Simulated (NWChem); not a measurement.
Program: NWChem. System: disilane (H6Si2), charge 0, spin multiplicity 1, at a geometry optimised with PBE/def2-SVP. Level: RI-MP2/cc-pVDZ, 10 core orbitals frozen.

NWChem printed:

```
             Northwest Computational Chemistry Package (NWChem) 7.3.0
             --------------------------------------------------------

                                NWChem Input Module
                                -------------------

 Scaling coordinates for geometry "geometry" by  1.889725989
 (inverse scale =  0.529177249)

 Turning off AUTOSYM since
 SYMMETRY directive was detected!

                             Geometry "geometry" -> ""
                             -------------------------

 Output coordinates in angstroms (scale by  1.889725989 to convert to a.u.)

  No.       Tag          Charge          X              Y              Z
 ---- ---------------- ---------- -------------- -------------- --------------
    1 Si                  14.0000     1.17592100     0.05208100     0.00000000
    2 Si                  14.0000    -1.17592100    -0.05208100     0.00000000
    3 H                    1.0000     1.66629200     0.78060200     1.22296100
    4 H                    1.0000     1.66629200     0.78060200    -1.22296100
    5 H                    1.0000     1.76009700    -1.33555400     0.00000000
    6 H                    1.0000    -1.66629200    -0.78060200     1.22296100
    7 H                    1.0000    -1.66629200    -0.78060200    -1.22296100
    8 H                    1.0000    -1.76009700     1.33555400     0.00000000

 Effective nuclear repulsion energy (a.u.)      89.9741794733

            Nuclear Dipole moment (a.u.)
            ----------------------------
        X                 Y               Z
 ---------------- ---------------- ----------------
     0.0000000000     0.0000000000     0.0000000000

      Symmetry information
      --------------------

 Group name             C2h
 Group number             21
 Group order               4
 No. of unique centers     3

      Symmetry unique atoms

     1    3    5


 Summary of "ao basis" -> "" (spherical)
 ------------------------------------------------------------------------------
       Tag                 Description            Shells   Functions and Types
 ---------------- ------------------------------  ------  ---------------------
 *                          cc-pvdz                   on all atoms

 Summary of "ri-mp2 basis" -> "" (spherical)
 ------------------------------------------------------------------------------
       Tag                 Description            Shells   Functions and Types
 ---------------- ------------------------------  ------  ---------------------
[...]

     1   1 0 0      0.000000      0.000000      0.000000
     1   0 1 0     -0.000000      0.000000      0.000000
     1   0 0 1      0.000000      0.000000      0.000000

     2   2 0 0    -24.920780      0.000000    200.051468
     2   1 1 0     -0.043731      0.000000      7.914344
     2   1 0 1      0.000000      0.000000      0.000000
     2   0 2 0    -23.942055      0.000000     21.714624
     2   0 1 1      0.000000      0.000000      0.000000
     2   0 0 2    -23.940241      0.000000     21.364015

                               NWChem RI-MP2 Module
                               --------------------

 Summary of "ri-mp2 basis" -> "ri-mp2 basis" (spherical)
 ------------------------------------------------------------------------------
       Tag                 Description            Shells   Functions and Types
 ---------------- ------------------------------  ------  ---------------------
 Si                        cc-pvdz-ri               24       76   9s7p5d3f
 H                         cc-pvdz-ri                6       14   3s2p1d

 SCF Reference Information:
            File: './mol.movecs'
           Title: ''
    Size (AOxMO):     66 x     66
       Total Occ:              34.00
 RI-MP2 Calculation Information:
          Nr. of AO basis functions:         66
     Nr. of fitting basis functions:        236
               Nr. of MO spin cases:          1
        Nr. of MOs to be correlated:         56
     Nr. of occupied MOs correlated:          7
      Nr. of virtual MOs correlated:         49

          RI integral approximation: 'V'
    Threshold for Schwarz screening:  1.000E-09
 Smallest eigenvalue retained in fit  1.000E-08
    Type of storage for MO integrals 'EAF library'

 Transformation block size    7, requiring     1 integral passes.
 XForm_3cInts: Completed     1:    7 pass.
 Energy evaluation using block sizes     7    7
 RIMP2_V_E2: Approx. ints. done (    1:    7,    1:    7)
 RIMP2_V_E2: Copy to B done (    1:    7,    1:    7)
 RIMP2_V_E2: Denominators done (    1:    7,    1:    7)
 RIMP2_V_E2: Completed block (    1:    7,    1:    7)

          -------------------------------------------
          SCF energy                -581.338537218004
          Correlation energy          -0.214041372462
          Total MP2 energy          -581.552578590467
          -------------------------------------------

 -----------------------
 Performance information
 -----------------------

 Timer overhead =  1.33D-07 seconds/call

               Nr. of calls         CPU time (s)                 Wall time (s)                GFlops
             ---------------    -------------------     ------------------------------   -------------------
Name         Min   Avg   Max    Min     Avg     Max     Min     Avg     Max   Mx/calls   Min     Max     Sum
Overall       1     1     1   0.74    0.74    0.74     0.74    0.74    0.74    0.74      0.0     0.0     0.0
3c integr     1     1     1   0.17    0.17    0.17     0.17    0.17    0.17    0.17      0.0     0.0     0.0
Energy        1     1     1   8.94E-3 8.94E-3 8.94E-3  8.94E-3 8.94E-3 8.94E-3 8.94E-3   0.0     0.0     0.0
3c integr     1     1     1   0.16    0.16    0.16     0.16    0.16    0.16    0.16      0.0     0.0     0.0
First 2/3     3     3     3   8.63E-4 8.63E-4 8.63E-4  8.63E-4 8.63E-4 8.63E-4 2.88E-4   0.0     0.0     0.0
Final 1/3     1     1     1   9.97E-4 9.97E-4 9.97E-4  9.97E-4 9.97E-4 9.97E-4 9.97E-4   0.0     0.0     0.0
Write 3c      1     1     1   1.55E-4 1.55E-4 1.55E-4  1.55E-4 1.55E-4 1.55E-4 1.55E-4   0.0     0.0     0.0
Read 3c i     1     1     1   6.41E-5 6.41E-5 6.41E-5  6.41E-5 6.41E-5 6.41E-5 6.41E-5   0.0     0.0     0.0
Fitting b     1     1     1   2.44E-2 2.44E-2 2.44E-2  2.44E-2 2.44E-2 2.44E-2 2.44E-2   0.0     0.0     0.0
Schwarz i     1     1     1   7.50E-3 7.50E-3 7.50E-3  7.50E-3 7.50E-3 7.50E-3 7.50E-3   0.0     0.0     0.0
Form 4ci      1     1     1   1.29E-3 1.29E-3 1.29E-3  1.29E-3 1.29E-3 1.29E-3 1.29E-3   0.0     0.0     0.0
Form A &      1     1     1   7.00E-3 7.00E-3 7.00E-3  7.00E-3 7.00E-3 7.00E-3 7.00E-3   0.0     0.0     0.0
Denominat     1     1     1   6.30E-5 6.30E-5 6.30E-5  6.30E-5 6.30E-5 6.30E-5 6.30E-5   0.0     0.0     0.0
Pair Ener     1     1     1   2.81E-4 2.81E-4 2.81E-4  2.81E-4 2.81E-4 2.81E-4 2.81E-4   0.0     0.0     0.0

 The average no. of pstat calls per process was 1.60D+01
 with a timing overhead of 2.14D-06s

 Task  times  cpu:        0.7s     wall:        0.7s

 Total times  cpu:        0.8s     wall:        0.8s
```

Task: Write an NWChem input that would produce this output.

Result: One answer among several that fit: 
```
start mol
memory heap 200 mb stack 900 mb global 1100 mb
geometry units angstroms nocenter noautoz
  Si     1.175921     0.052081     0.000000
  Si    -1.175921    -0.052081     0.000000
  H      1.666292     0.780602     1.222961
  H      1.666292     0.780602    -1.222961
  H      1.760097    -1.335554     0.000000
  H     -1.666292    -0.780602     1.222961
  H     -1.666292    -0.780602    -1.222961
  H     -1.760097     1.335554     0.000000
  symmetry group C2h
end
basis spherical
  * library cc-pvdz
end
basis "ri-mp2 basis" spherical
  * library cc-pvdz-ri
end
scf
  rhf
  nopen 0
  maxiter 100
  thresh 1e-7
  semidirect memsize 60000000 filesize 0
end
mp2
  freeze core 10
end
task rimp2 energy
```
